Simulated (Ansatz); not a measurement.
**A basis-limit estimate, worked out**

An elementary step of SiH₅ClO, closed shell (SiH₄O ([OH][SiH3]) + HCl → SiH₃Cl ([SiH3][Cl]) + H₂O; Si–O, H–Cl broken or loosened, Si–Cl, O–H formed or tightened). “Start” and “end” are the PBE0-D4/def2-TZVP structures reached by relaxing down either side of its saddle point, with the molecules still in contact.

Computed with Ansatz 0.2.0 (basis: def2-TZVPP and def2-QZVPP); correlated methods freeze the cores.

Energies in eV:

| quantity | end | start |
| --- | --- | --- |
| Hartree–Fock, triple zeta (X = 3) | -22485.08926 | -22485.12879 |
| Hartree–Fock, quadruple zeta (X = 4) | -22485.79623 | -22485.84420 |
| MP2 correlation, X = 3 | -15.93074 | -15.90493 |
| MP2 correlation, X = 4 | -17.32818 | -17.27066 |
| CCSD(T) correlation, X = 3 | -17.67439 | -17.65807 |

Question: Work out the step energy at the basis limit: extrapolate Hartree–Fock as E(X) = E∞ + A exp(−7.88 √X) and the MP2 correlation as E(X) = E∞ + B X^−2.97 (the exponents that Neese and Valeev fitted for def2-TZVPP and QZVPP), then add CCSD(T) − MP2 in triple zeta.

Answer: Each step is linear, so take the differences first (end − start): Hartree–Fock 0.03953 (X = 3) and 0.04797 (X = 4); MP2 correlation -0.02581 and -0.05752; CCSD(T) correlation -0.01632.
Two points give E∞ = E(4) + w [E(4) − E(3)], with w = 1/(exp(7.88 (2 − √3)) − 1) = 0.1377 for Hartree–Fock and w = 1/((4/3)^2.97 − 1) = 0.7407 for the correlation.
Hartree–Fock: 0.04797 + 0.1377 × 0.00844 = 0.0491 eV.
MP2 correlation: -0.05752 + 0.7407 × (-0.03171) = -0.0810 eV.
CCSD(T) − MP2: -0.01632 − (-0.02581) = 0.0095 eV.
Sum: 0.0491 + (-0.0810) + 0.0095 = -0.0224 eV, or -0.52 kcal/mol. Plain CCSD(T) in triple zeta gives 0.0232 eV, so the larger basis shifts the result by -0.0456 eV.

No T1 diagnostic of these runs exceeds 0.011.

Hydrogen chloride, the by-product of chloride precursors, can attack films and sites by steps of this kind.

Labels in which every atom is bracketed show which atoms are joined, not bond orders.

For scale, one of the runs: CCSD(T)/def2-TZVPP, 185 basis functions, launched by `ansatz run in.yaml --threads 2 --pin off --events-out ev --progress --plain --max-ram 4352MiB`. Time: 36 s of wall clock on 2 CPU threads of an Arm Neoverse V2; the host was shared. Peak host memory: 1.8 GiB.
